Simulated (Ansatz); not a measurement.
**Which isomer of AlH3OSi gives these data?**

These gas-phase data were calculated for one isomer of AlH3OSi at B3LYP-D4/def2-TZVP (harmonic, unscaled wavenumbers; equilibrium rotational constants with average atomic masses):

* rotational constants: 86.33, 2.975, 2.975 GHz
* all wavenumbers above 1500 cm⁻¹: 2222, 2216, 2216

Candidates:

(1) `[AlH2][O][SiH]`, a singlet
(2) `[Al][O][SiH3]`, a singlet

**Question.** Which structure fits?

**Answer.** Candidate (2). No mode falls between 1700 and 2050 cm⁻¹, where the Al–H stretch of (1) would stand.

The same quantities for all candidates:

```tsv
	rotational constants (GHz)	wavenumbers above 1500 cm⁻¹	E above the lowest, B3LYP-D4/def2-TZVP (kcal/mol)
(1)	81.86, 2.965, 2.936	1972, 1962, 1911	34.6
(2)	86.33, 2.975, 2.975	2222, 2216, 2216	0.0
```

Harmonic stretches to hydrogen usually lie a few per cent above observed fundamentals. Each candidate is one conformer. Programs: Ansatz 0.2.0.
